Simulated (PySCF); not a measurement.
An unknown is described by computed data only.

Formula: CHCl; singlet state.

* 13C NMR: chemical shifts (computed TMS as zero) by class: 897.4 (1 C) ppm [GIAO B97-2/pcSseg-2]
* Triplet: lowest triplet excitation (Tamm–Dancoff): 0.43 eV [TDA CAM-B3LYP/aug-cc-pVTZ]
* UV, strongest line: among the 10 lowest singlet transitions: S5 at 6.97 eV (178 nm, f = 0.151) [TDDFT CAM-B3LYP/aug-cc-pVTZ]
* Polarisability: 28.7 au [CAM-B3LYP/aug-cc-pVTZ]
* Rotational structure: rotational constants A, B, C: 473.654, 18.326, 17.643 GHz [PBE0-D3(BJ)/def2-TZVP]
* 1H NMR: chemical shifts (computed TMS as zero) by class: 29.47 (1 H) ppm [GIAO B97-2/pcSseg-2]
* Dipole: 1.60 D [CAM-B3LYP/aug-cc-pVTZ]
* UV, first state: lowest singlet excitation: 1.71 eV (724 nm, f = 0.002) [TDDFT CAM-B3LYP/aug-cc-pVTZ]
* NMR, other nuclei: isotropic shieldings of nuclei other than C and H, by class: -637 (1 Cl) ppm [GIAO B97-2/pcSseg-2]

Electronic properties: PySCF, gas phase, density fitting. Levels stand in brackets. Isolated species at its PBE0-D3(BJ)/def2-TZVP geometry, gas phase. Each NMR value is the plain mean over a class of atoms that symmetry, rotation or inversion makes alike.

Question: Propose a structure and show how it fits.

Answer: The one carbon: carbon bonded to Cl and H (897.4 ppm). The one hydrogen (29.47 ppm): hydrogen on carbon. The other shieldings belong to: -637 ppm, chlorine bonded to C. S1 is mainly HOMO→LUMO (weight 0.99); the largest Löwdin shares of the orbital it empties are 0.61 on the carbon bonded to Cl and H, 0.31 on the chlorine bonded to C and 0.09 on the hydrogen on carbon, of the orbital it fills 0.63 on the carbon bonded to Cl and H, 0.26 on the chlorine bonded to C and 0.11 on the hydrogen on carbon. The optimised geometry has point group Cs and is an asymmetric top. Structure: chloromethylene, `[CH]Cl` [singlet].
